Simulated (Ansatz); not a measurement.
# SiH4, triplet in cc-pVTZ: errors against UCCSDT(Q)

All five atoms lie in one plane.

Geometry: a point of a stretch scan, not a stationary point.

```xyz
5

Si    0.0001   -0.0135   -0.0134
H    -0.0160    1.5021    1.4917
H    -0.0164   -1.0911    1.0716
H     0.0166    1.0641   -1.0984
H     0.0117   -1.0986   -1.0910
```

Basis cc-pVTZ; Ansatz 0.2.0. Correlated methods freeze the noble-gas cores, which leaves 8 electrons in 85 orbitals. R marks a restricted (for open shells ROHF) determinant, U an unrestricted one. Active spaces: pair = (4e, 4o) about the gap; valence = (8e, 8o) chosen from the atoms' valence shells.

Full CI isn't at hand for all of this; UCCSDT(Q) serves as the reference, and is uncertain by the last step of the cluster series or more. The frozen core follows each run's orbitals, which can shift R against U totals by a few meV.

The UHF ⟨S²⟩ is 2.013, the T1 diagnostic (RCCSD) is 0.0468 and the largest doubles amplitude (RCCSD) is 0.063. The T1 diagnostic (UCCSD) is 0.0391.

```
                   level  E − E(UCCSDT(Q)) (mEh)  share of correlation (%)     wall time
                     RHF                  178.65                      0.00             –
                     UHF                  174.92                      2.09             –
                    RMP2                   40.62                     77.26             –
                    UMP2                   40.46                     77.35             –
                   RCCSD                    8.22                     95.40             –
                   UCCSD                    8.12                     95.46             –
                RCCSD(T)                    1.86                     98.96  1.9 s (H100)
                UCCSD(T)                    1.86                     98.96  2.6 s (H100)
                 BCCD(T)                    1.75                     99.02    6 s (H100)
                  RCCSDT                    0.31                     99.82             –
                  UCCSDT                    0.29                     99.84             –
               RCCSDT(Q)                    0.05                     99.97   12 s (H100)
  CASSCF (valence space)                  119.81                     32.94             –
  NEVPT2 (valence space)                   34.08                     80.92         3.9 s
  MRCISD (valence space)                   10.07                     94.36             –
MRCISD+Q (valence space)                    3.15                     98.24  4.1 s (H100)
```

The correlation energy at UCCSDT(Q), counted from RHF, is -4.861 eV. That run took 11 s on 2 threads of AMD EPYC 7R13 with a shared H100 80 GB, shared host.

Run but not shown, since their state, orbitals or frozen core can't be matched to the reference's or they repeat it: CASSCF (pair space), NEVPT2 (pair space), MRCISD (pair space), MRCISD+Q (pair space).

Times hold each run's SCF and search for its determinant on a shared host, so for small cases they say little of a method's own cost; rows without a card ran on 1 thread of AMD EPYC 7R13.

Natural occupations of CASSCF (valence space) about the gap: 1.978 1.954 1.951 1.004 1.000 0.066 0.024 0.021; effectively unpaired electrons, Σ n²(2−n)², 2.04.
